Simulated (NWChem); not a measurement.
# NH2 (SMILES [NH2]) at UCCSD(T)/cc-pVTZ-DK (DKH3), part 2 of 2

NWChem 7.3.0. The steps go on from the part before.

**3. The distorted shape, same level**

File run.py:

```python
from ase import Atoms
from ase.calculators.nwchem import NWChem

mol = Atoms(['N', 'H', 'H'], positions=[
    [0.499665, -0.068253, 0.270855],
    [0.348065, 0.934218, 0.294205],
    [-0.462760, -0.638040, -0.326220],
])

calc = NWChem(
    label='work',
    theory='tce',
    memory='2200 mb',
    basis='cc-pVTZ-DK',
    basispar='spherical bse',
    relativistic={'douglas-kroll': 'dk3'},
    scf={'nopen': '1', 'uhf': None, 'maxiter': '60'},
    tce={'scf': None, 'ccsd(t)': None, 'freeze': 'core 1', 'maxiter': '100'},
    task='energy',
)
mol.calc = calc

print(f"energy = {mol.get_potential_energy():.6f} eV")
```

Launch:

```bash
$ export ASE_NWCHEM_COMMAND="nwchem PREFIX.nwi > PREFIX.nwo"
$ python run.py
```

Log:

```text
energy = -1518.203404 eV
```

The calculator wrote work.nwi:

```
title "work"

permanent_dir work

scratch_dir work

start work

geometry units angstrom nocenter noautosym noautoz
  N  4.9966500000000003e-01 -6.8252999999999994e-02 2.7085500000000001e-01
  H  3.4806500000000001e-01 9.3421799999999999e-01 2.9420499999999999e-01
  H  -4.6276000000000000e-01 -6.3804000000000005e-01 -3.2622000000000001e-01
end

memory 2200 mb

basis spherical bse noprint
   * library cc-pVTZ-DK
end

relativistic
  douglas-kroll dk3
end
scf
  nopen 1
  uhf
  maxiter 60
end
tce
  scf
  ccsd(t)
  freeze core 1
  maxiter 100
end

task tce energy
```

work.nwo:

```text
Northwest Computational Chemistry Package (NWChem) 7.3.0
             --------------------------------------------------------

           Job information
           ---------------

    nwchem branch   = 7.3.0
    use scalapack   = T
    input           = work.nwi
    prefix          = work.
    data base       = work/work.db
    status          = startup
    nproc           =        1

           Memory information
           ------------------

    heap     =     72089596 doubles =      550.0 Mbytes
    stack    =     72089601 doubles =      550.0 Mbytes
    global   =    144179200 doubles =     1100.0 Mbytes (distinct from heap & stack)
    total    =    288358397 doubles =     2200.0 Mbytes
    verify   = yes
    hardfail = no

           Directory information
           ---------------------

  0 permanent = work
  0 scratch   = work

                                NWChem Input Module
                                -------------------

                                       work
                                       ----

 Scaling coordinates for geometry "geometry" by  1.889725989
 (inverse scale =  0.529177249)

                             Geometry "geometry" -> ""
                             -------------------------

 Output coordinates in angstroms (scale by  1.889725989 to convert to a.u.)

  No.       Tag          Charge          X              Y              Z
 ---- ---------------- ---------- -------------- -------------- --------------
    1 N                    7.0000     0.49966500    -0.06825300     0.27085500
    2 H                    1.0000     0.34806500     0.93421800     0.29420500
    3 H                    1.0000    -0.46276000    -0.63804000    -0.32622000

      Atomic Mass
      -----------

      N                 14.003070
      H                  1.007825

 Effective nuclear repulsion energy (a.u.)       6.8565736675

            Nuclear Dipole moment (a.u.)
            ----------------------------
        X                 Y               Z
 ---------------- ---------------- ----------------
     6.3928674303    -0.3431610114     3.5223925509

            XYZ format geometry
            -------------------
     3
 geometry
 N                     0.49966500    -0.06825300     0.27085500
 H                     0.34806500     0.93421800     0.29420500
 H                    -0.46276000    -0.63804000    -0.32622000

 ==============================================================================
                                internuclear distances
 ------------------------------------------------------------------------------
       center one      |      center two      | atomic units |  angstroms
 ------------------------------------------------------------------------------
    2 H                |   1 N                |     1.91644  |     1.01414
 ------------------------------------------------------------------------------
                         number of included internuclear distances:          1
 ==============================================================================

Douglas-Kroll integrals are switched on !

Integrals for the no-pair equation with
Douglas-Kroll Hamiltonian correct to third order in the external potential
will be computed (3rd-order Douglas-Kroll).

                                 NWChem SCF Module
                                 -----------------

                                       work

  ao basis        = "ao basis"
  functions       =    58
  atoms           =     3
  alpha electrons =     5
  beta  electrons =     4
  charge          =   0.00
  wavefunction    = UHF
  input vectors   = atomic
  output vectors  = work/work.movecs
  use symmetry    = F
  symmetry adapt  = F

 Summary of "ao basis" -> "ao basis" (spherical)
 ------------------------------------------------------------------------------
       Tag                 Description            Shells   Functions and Types
 ---------------- ------------------------------  ------  ---------------------
 N                         cc-pVTZ-DK               10       30   4s3p2d1f
 H                         cc-pVTZ-DK                6       14   3s2p1d

 Forming initial guess at       0.4s

      Superposition of Atomic Density Guess
      -------------------------------------

 Sum of atomic energies:         -55.30706219

      Non-variational initial energy
      ------------------------------

 Total energy =     -55.229119
 1-e energy   =     -88.133757
 2-e energy   =      26.048064
 HOMO         =      -0.264888
 LUMO         =       0.058035

 Starting SCF solution at       0.9s

[... 1 line left out ...]
         Quadratically convergent UHF
[... 1 line left out ...]
 Convergence threshold     :          1.000E-04
[... 11 lines left out ...]
       Final UHF  results
[... 2 lines left out ...]
         Total SCF energy =    -55.579057448540
      One electron energy =    -88.897981493678
      Two electron energy =     26.462350377626
 Nuclear repulsion energy =      6.856573667512
[... 7 lines left out ...]
          Final alpha eigenvalues
[... 19 lines left out ...]
          Final beta eigenvalues
[... 19 lines left out ...]
                    UHF Final Alpha Molecular Orbital Analysis
[... 113 lines left out ...]
                     UHF Final Beta Molecular Orbital Analysis
[... 183 lines left out ...]
                                       work

            General Information
            -------------------
      Number of processors :     1
         Wavefunction type : Unrestricted Hartree-Fock
          No. of electrons :     9
           Alpha electrons :     5
            Beta electrons :     4
           No. of orbitals :   116
            Alpha orbitals :    58
             Beta orbitals :    58
        Alpha frozen cores :     1
         Beta frozen cores :     1
     Alpha frozen virtuals :     0
      Beta frozen virtuals :     0
         Spin multiplicity : doublet
    Number of AO functions :    58
       Number of AO shells :    22
        Use of symmetry is : off
      Symmetry adaption is : off
         Schwarz screening : 0.10D-09

          Correlation Information
          -----------------------
          Calculation type : Coupled-cluster singles & doubles w/ perturbation
   Perturbative correction : (T)
            Max iterations :      100
        Residual threshold : 0.10D-06
     T(0) DIIS level shift : 0.00D+00
     L(0) DIIS level shift : 0.00D+00
     T(1) DIIS level shift : 0.00D+00
     L(1) DIIS level shift : 0.00D+00
     T(R) DIIS level shift : 0.00D+00
     T(I) DIIS level shift : 0.00D+00
   CC-T/L Amplitude update :  5-th order DIIS
                I/O scheme : Global Array Library
        L-threshold :  0.10D-06
        EOM-threshold :  0.10D-06
 no EOMCCSD initial starts read in
 TCE RESTART OPTIONS
 READ_INT:   F
 WRITE_INT:  F
 READ_TA:    F
 WRITE_TA:   F
 READ_XA:    F
 WRITE_XA:   F
 READ_IN3:   F
 WRITE_IN3:  F
 SLICE:      F
 D4D5:       F
 quantumc:   F
 qrotation:  F
 pwtce:      F
 qducc:      F
 nacto:                         0
 nrotv:                         0
 nrot:                          0

            Memory Information
            ------------------
          Available GA space size is     144172472 doubles
          Available MA space size is     144174676 doubles

 Maximum block size        24 doubles

 tile_dim =     18

 Block   Spin    Irrep     Size     Offset   Alpha
 -------------------------------------------------
   1    alpha     a      4 doubles       0       1
   2    beta      a      3 doubles       4       2
   3    alpha     a     17 doubles       7       3
   4    alpha     a     18 doubles      24       4
   5    alpha     a     18 doubles      42       5
   6    beta      a     18 doubles      60       6
   7    beta      a     18 doubles      78       7
   8    beta      a     18 doubles      96       8

 Global array virtual files algorithm will be used

 Parallel file system coherency ......... OK

 Fock matrix recomputed
 1-e file size   =             6498
 1-e file name   = work/work.f1

 tce_ao2e: fast2e=1
 half-transformed integrals in memory

 2-e (intermediate) file size =        25112260
 2-e (intermediate) file name = work/work.v2i

 tce_mo2e: fast2e=1
 2-e integrals stored in memory

 2-e file size   =         19443427
 2-e file name   = work/work.v2
 T1-number-of-tasks                    6

 t1 file size   =              374
 t1 file name   = work/work.t1
 t1 file handle =       -998
 T2-number-of-boxes                   21

 t2 file size   =            81808
 t2 file name   = work/work.t2
 t2 file handle =       -995
CCSD iterations
 ---------------------------------------------------------
 Iter          Residuum       Correlation     Cpu    Wall
 ---------------------------------------------------------
NEW TASK SCHEDULING
CCSD_T1_NTS --- OK
CCSD_T2_NTS --- OK
    1   0.1239068101652  -0.1878748194189     0.1     0.1
    2   0.0377662225999  -0.2012107242593     0.1     0.1
    3   0.0168080992725  -0.2049888479291     0.1     0.1
    4   0.0089906307774  -0.2062573836435     0.1     0.1
    5   0.0054247314368  -0.2068243878176     0.1     0.1
 MICROCYCLE DIIS UPDATE:                    5                    5
    6   0.0017488458283  -0.2074730163518     0.1     0.1
    7   0.0010692079121  -0.2074473872614     0.1     0.1
    8   0.0007691131210  -0.2074511653943     0.1     0.1
    9   0.0005689412839  -0.2074539176195     0.1     0.1
   10   0.0004239474638  -0.2074576458090     0.1     0.1
 MICROCYCLE DIIS UPDATE:                   10                    5
   11   0.0000422962798  -0.2074709829585     0.1     0.1
   12   0.0000182232041  -0.2074730418433     0.1     0.1
   13   0.0000111744661  -0.2074735558913     0.1     0.1
   14   0.0000074428630  -0.2074737601729     0.1     0.1
   15   0.0000050969033  -0.2074738361054     0.1     0.1
 MICROCYCLE DIIS UPDATE:                   15                    5
   16   0.0000011652997  -0.2074738964154     0.1     0.1
   17   0.0000006916163  -0.2074739195710     0.1     0.1
   18   0.0000004838880  -0.2074739229536     0.1     0.1
   19   0.0000003539957  -0.2074739249177     0.1     0.1
   20   0.0000002620362  -0.2074739269158     0.1     0.1
 MICROCYCLE DIIS UPDATE:                   20                    5
   21   0.0000000408115  -0.2074739338538     0.1     0.1
 -----------------------------------------------------------------
 Iterations converged
 CCSD correlation energy / hartree =        -0.207473933853766
 CCSD total energy / hartree       =       -55.786531382393768

 Singles contributions

 Doubles contributions
 CCSD(T)
 Using plain CCSD(T) code
             total no. of tasks           56
 total no. of tasks / no. procs           56
                         wl_min       157464           7.3
                         wl_max       373248           8.5
        thresh for no. of tasks           56

 CCSD[T]  correction energy / hartree =        -0.006589063336565
 CCSD[T] correlation energy / hartree =        -0.214062997190331
 CCSD[T] total energy / hartree       =       -55.793120445730331
 CCSD(T)  correction energy / hartree =        -0.006415084725729
 CCSD(T) correlation energy / hartree =        -0.213889018579495
 CCSD(T) total energy / hartree       =       -55.792946467119499

 Task  times  cpu:       11.6s     wall:       11.6s
 Total times  cpu:       11.7s     wall:       11.7s
```

Wall time 13 s (1 thread of INTEL XEON PLATINUM 8581C at 2.30GHz (Emerald Rapids), shared host); peak memory 0.44 GiB.

**4. Summary of results**

What follows sums up all 2 parts.

Level: UCCSD(T)/cc-pVTZ-DK (DKH3), 1 core orbital frozen.

| quantity | value |
| --- | --- |
| first shape: total energy | -55.82116 Eh |
| first shape: HOMO energy (Hartree–Fock orbitals) (highest over α and β) | -12.23 eV |
| first shape: LUMO energy (Hartree–Fock orbitals) (lowest over α and β) | 3.45 eV |
| first shape: correlation energy (1 core orbital frozen) | -206.7 mEh |
| first shape: (T) correction | -5.52 mEh |
| first shape: ⟨S²⟩ of the reference determinant | 0.759 |
| distorted shape: total energy | -55.79295 Eh |
| distorted shape: HOMO energy (Hartree–Fock orbitals) (highest over α and β) | -11.94 eV |
| distorted shape: LUMO energy (Hartree–Fock orbitals) (lowest over α and β) | 3.30 eV |
| distorted shape: correlation energy (1 core orbital frozen) | -213.9 mEh |
| distorted shape: (T) correction | -6.42 mEh |
| distorted shape: ⟨S²⟩ of the reference determinant | 0.771 |
| energy change with the N1–H3 bond stretched from 1.014 to 1.268 Å | 0.768 eV |

In words: With the N1–H3 bond stretched from 1.014 to 1.268 Å the energy rises by 0.77 eV (74.1 kJ/mol). The first shape isn't relaxed at this level, so the change isn't measured from a minimum. Mulliken charges (first shape) run from -0.34 on N1 to +0.17 on H2. The triples (first shape) make up 2.7 % of the correlation energy. The triples (distorted shape) make up 3.0 % of the correlation energy.
